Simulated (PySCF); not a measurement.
Molecule: SMILES Cn1ccnc1, C$_{4}$H$_{6}$N$_{2}$.

Mapped SMILES: `[CH3:1][n:2]1[cH:3][cH:4][n:5][cH:6]1` (H(Xn): hydrogen on atom n).

Geometry PBE0-D3(BJ)/def2-SVP throughout; GIAO in PySCF 2.14, gas phase, one conformer, non-relativistic; equivalent atoms averaged; basis pcSseg-2.

For orientation, wB97X-D gives these absolute shieldings σ: C6 37.6, C4 41.6, C3 56.7, C1 150.0, N5 -44.9, N2 75.0, H(C4) 24.04, H(C6) 24.14, H(C1) 27.83 ppm.

A run gave: C6 33.9, C4 37.9, C3 53.5, C1 148.8, N5 -49.1, N2 73.1, H(C4) 24.03, H(C6) 24.13, H(C1) 27.76 ppm (absolute shieldings σ).

Question: Which functional was used in that run?
A. CAM-B3LYP
B. B97-2
C. BHandHLYP
D. WP04

Answer: A. C3 tells them apart best: CAM-B3LYP gives 53.5, BHandHLYP gives 56.7, WP04 gives 45.7, B97-2 gives 60.2 ppm.
